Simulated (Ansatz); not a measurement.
**Worked example: the barrier**

An elementary step of SiPH7O, singlet (SiPH₇O ([OH][SiH2][PH4]) → SiPH₅O ([OH][SiH2][PH2]) + H₂; bonds formed: H2–H6; bonds broken: H2–P7, H6–P7). “Start” is the structure reached by relaxing down from the saddle towards the reactants; PBE0-D4/def2-TZVP structures. The saddle:

```json
{"atom": "Si1", "x (Å)": "-0.0117", "y (Å)": "-0.6993", "z (Å)": "1.0187"}
{"atom": "H2", "x (Å)": "1.1423", "y (Å)": "1.3129", "z (Å)": "-0.5620"}
{"atom": "H3", "x (Å)": "0.4839", "y (Å)": "-2.0749", "z (Å)": "0.7635"}
{"atom": "H4", "x (Å)": "-1.2665", "y (Å)": "-0.7591", "z (Å)": "1.8071"}
{"atom": "O5", "x (Å)": "1.0410", "y (Å)": "0.3759", "z (Å)": "1.5967"}
{"atom": "H6", "x (Å)": "-0.3200", "y (Å)": "1.5178", "z (Å)": "-0.8848"}
{"atom": "P7", "x (Å)": "-0.6475", "y (Å)": "0.1251", "z (Å)": "-1.0148"}
{"atom": "H8", "x (Å)": "1.3251", "y (Å)": "0.9250", "z (Å)": "0.7826"}
{"atom": "H9", "x (Å)": "0.1384", "y (Å)": "-0.1978", "z (Å)": "-2.1229"}
{"atom": "H10", "x (Å)": "-1.8851", "y (Å)": "-0.5255", "z (Å)": "-1.3841"}
```

Ansatz 0.2.0; basis: def2-TZVPP and def2-QZVPP; cores frozen in the correlated methods.

Energies in eV:

| quantity | saddle | start |
| --- | --- | --- |
| Hartree–Fock, triple zeta (X = 3) | -19280.82025 | -19282.37534 |
| Hartree–Fock, quadruple zeta (X = 4) | -19281.47747 | -19283.02404 |
| MP2 correlation, X = 3 | -15.66132 | -15.31965 |
| MP2 correlation, X = 4 | -16.86092 | -16.51736 |
| CCSD(T) correlation, X = 3 | -17.59551 | -17.22115 |

**Question.** Work out the barrier at the basis limit: extrapolate Hartree–Fock as E(X) = E∞ + A exp(−7.88 √X) and the MP2 correlation as E(X) = E∞ + B X^−2.97 (the exponents that Neese and Valeev fitted for def2-TZVPP and QZVPP), then add CCSD(T) − MP2 in triple zeta.

**Answer.** Each step is linear, so take the differences first (saddle − start): Hartree–Fock 1.55509 (X = 3) and 1.54657 (X = 4); MP2 correlation -0.34167 and -0.34356; CCSD(T) correlation -0.37436.
Two points give E∞ = E(4) + w [E(4) − E(3)], with w = 1/(exp(7.88 (2 − √3)) − 1) = 0.1377 for Hartree–Fock and w = 1/((4/3)^2.97 − 1) = 0.7407 for the correlation.
Hartree–Fock: 1.54657 + 0.1377 × (-0.00852) = 1.5454 eV.
MP2 correlation: -0.34356 + 0.7407 × (-0.00189) = -0.3450 eV.
CCSD(T) − MP2: -0.37436 − (-0.34167) = -0.0327 eV.
Sum: 1.5454 + (-0.3450) + (-0.0327) = 1.1677 eV, or 26.93 kcal/mol. Plain CCSD(T) in triple zeta gives 1.1807 eV, so the larger basis shifts the result by -0.0130 eV.

The T1 diagnostic stays at or below 0.019.

Labels in which every atom is bracketed show which atoms are joined, not bond orders.

For scale, one of the runs: CCSD(T)/def2-TZVPP, 213 basis functions, launched by `ansatz run in.yaml --threads 4 --pin off --events-out ev --progress --plain --max-ram 9574MiB`. The run took 42 s on 4 CPU threads of an Arm Neoverse V1 (shared host), with 2.9 GiB of host memory at its peak.
